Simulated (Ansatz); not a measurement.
A made-up structure of C₂H₂S, closed shell:

```
5
angstrom
C -0.4344 -0.2851 -0.1372
C 0.2400 0.4808 0.0082
S 1.0881 -1.0950 0.7222
H -1.2861 -0.5037 -0.4774
H 0.3924 1.4029 -0.1157
```

It is relaxed with PBE-D4/def2-SVP and then PBE0-D4/def2-TZVP (Ansatz 0.2.0). Atoms count as bonded within 1.22 times the sum of their covalent radii (H–H: 0.88 Å). The end point is not checked to be a true minimum.

(1) Does its bonding change? (Judge from chemistry; the calculation decides.)

Answers

(1) The calculation gives: No: no bond forms or breaks.

Where it ends: The first stage lowers the energy by 5.38 eV in 7 steps. It ends as C₂H₂S (C1=CS1):
| atom | x (Å) | y (Å) | z (Å) |
| --- | --- | --- | --- |
| C1 | -0.5063 | -0.3822 | -0.1495 |
| C2 | 0.3262 | 0.5634 | 0.0300 |
| S3 | 1.0073 | -1.0137 | 0.6686 |
| H4 | -1.4498 | -0.7607 | -0.4979 |
| H5 | 0.6226 | 1.5932 | -0.0512 |

For scale, one of the runs: PBE0-D4/def2-TZVP relaxation, 111 basis functions, launched by `ansatz run in.yaml --threads 2 --pin off --events-out ev --progress --plain --max-ram 4352MiB`. Hardware: 2 CPU threads of an Arm Neoverse V2, shared host. Wall time about 8.5 s.
